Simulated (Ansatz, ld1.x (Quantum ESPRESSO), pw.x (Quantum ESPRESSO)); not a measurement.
osmium (sc): variants of one TM potential in the solid

* Element: osmium
* Generator: ld1.x (Quantum ESPRESSO) 7.5
* Type: norm-conserving Troullier–Martins (Kleinman–Bylander form)
* Functional: PBEsol
* Relativity: scalar-relativistic
* Frozen core: [Xe] 4f14
* Valence charge: 8
* Reference configuration: 5d6 6s2 6p0
* Partial waves: 6s (bound): rc 2.10 bohr; 5d (bound): rc 1.35 bohr; 6p (bound, empty): rc 3.85 bohr
* Local potential: the p channel
* Core correction: a·sin(br)/r model core, default radius (core density twice the valence density)

Crystal test: sc Os in pw.x 7.5, no spin, 13³ k-points, Fermi–Dirac smearing 0.01 Ry, cutoffs set for each file from its atomic test. The reference is all-electron LAPW (Ansatz 0.2.0) with the same functional, mesh and smearing; V0 and B0 come from Birch–Murnaghan fits to the pressures at five volumes. Errors are pseudo minus all-electron; Δ is the rms difference of the E(V) curves that follow from these fits, minima aligned, over ±6 % about the mean V0. Mesh and smearing are coarse, so the numbers serve the comparison and aren't converged zero-temperature values; the lattice is a test structure that the element need not adopt.

All-electron: a0 = 2.531 Å (V0 = 16.22 Å³/atom), B0 = 294.0 GPa.

Base: The largest radius (3.85 bohr) exceeds half the bond length (2.39 bohr), so the spheres overlap, which is one possible source of error among others. This is a poor potential for the solid. Atomic configuration tests: 1 of 7 tests not solved or not reliable.

1 further variants are left out: they gave no file fit for a test, a broken result, the same result as the base, or pressures whose basis-set error rivals the error shown.

A dash in a converged row means that the minimum lies outside the volumes sampled.

```csv
change,cutoffs (Ry),pw.x,a0 (Å),a0 error (%),B0 error (%),Δ (meV/atom),mean pressure error (GPa)
base,85/340,converged,–,–,–,–,+32.48
"all radii but the core radius scaled by about 0.96 (s 2.02, p 3.68, d 1.30 bohr)",75/300,converged,–,–,–,–,+37.49
"all radii but the core radius scaled by about 1.04 (s 2.18, p 4.00, d 1.40 bohr)",85/340,converged,–,–,–,–,+26.71
"all radii but the core radius scaled by about 1.20 (s 2.52, p 4.62, d 1.62 bohr)",70/280,converged,2.564,+1.30,+36.3,53.2,+18.10
"all radii but the core radius scaled by about 1.36 (s 2.84, p 5.22, d 1.84 bohr)",55/220,converged,2.570,+1.53,+51.2,67.0,+23.45
```
